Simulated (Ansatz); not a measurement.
## B2H⁺, quintet: reading a ladder of total energies

Geometry: that of the B2H, quartet, kept fixed. The triplet lies 4.6 eV lower here.

| atom | x (Å) | y (Å) | z (Å) |
| --- | --- | --- | --- |
| B | 0.0000 | 0.0000 | 0.1141 |
| B | 0.0000 | 0.0000 | -1.4064 |
| H | 0.0000 | 0.0000 | 1.2923 |

Basis 6-31G; Ansatz 0.2.0. Only valence electrons are correlated (noble-gas cores frozen), which leaves 6 electrons in 18 orbitals. R marks a restricted (for open shells ROHF) determinant, U an unrestricted one.

Full CI is exact within this basis and frozen core; it isn't the basis-set limit. The frozen core follows each run's orbitals, which can shift R against U totals by a few meV.

The cluster runs stand on a determinant 0.07 eV above the lowest UHF solution, chosen by trial CCSD; the correlation energy below is counted from it.

Runs differ by some tens of microhartree through their thresholds and, for an open shell, their frozen cores, so steps under 0.1 kcal/mol mean nothing.

| level | total energy (hartree) |
| --- | --- |
| UHF determinant under the cluster runs | -49.279511 |
| UMP2 | -49.336956 |
| UCCSD* | -49.358677 |
| UCCSD(T)* | -49.361221 |
| UCCSDT* | -49.362201 |
| UCCSDT(Q)* | -49.362399 |
| UCCSDTQ* | -49.362474 |
| full CI | -49.362391 |

Question: What is the correlation energy at full CI, and what share of it do UMP2 and UCCSDT recover?

Answer: E(corr) = -49.362391 − (-49.279511) = -0.082880 hartree = -2.255 eV. UMP2: -0.057445 / -0.082880 = 69.31 %. UCCSDT: -0.082690 / -0.082880 = 99.77 %.

Question: By how many kcal/mol does UCCSD(T) miss full CI (1 hartree = 627.509 kcal/mol), and which steps make up the rest?

Answer: -49.361221 − (-49.362391) = 0.001170 hartree = 0.73 kcal/mol. Steps: UCCSDT − UCCSD(T) = -0.61, UCCSDT(Q) − UCCSDT = -0.12, UCCSDTQ − UCCSDT(Q) = -0.05, full CI − UCCSDTQ = 0.05 kcal/mol. That is within 1 kcal/mol of the reference in this basis, which itself misses far more of the correlation at the basis-set limit.

An asterisk marks runs whose energy the program itself flagged as in doubt.
